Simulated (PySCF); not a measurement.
N: ionisation energy

N [He] 2s2 2p3 (4S) → N+ [He] 2s2 2p2 (3P), as a difference of total energies. All numbers are calculated (PySCF 2.14, the spin-free X2C one-electron Hamiltonian (Gaussian nucleus), in x2c-TZVPall). Correlated levels: valence: 1s2 frozen. The calculations carry no spin-orbit coupling.

```csv
method,ionisation energy (eV)
UHF,13.891
M06-L,14.701
M06-2X,14.532
MP2 (valence),14.557
SCS-MP2 (valence),14.304
CCSD (valence),14.417
CCSD(T) (valence),14.436
```

Question: How much does correlation contribute at CCSD(T) (valence)?

Answer: 14.436 − (13.891) = 0.545 eV, measured against UHF.

Errors of the correlated levels include the incompleteness of this basis and the frozen core.

For comparison: 14.545 eV (measured; NIST levels, between the centres of gravity of the two terms).
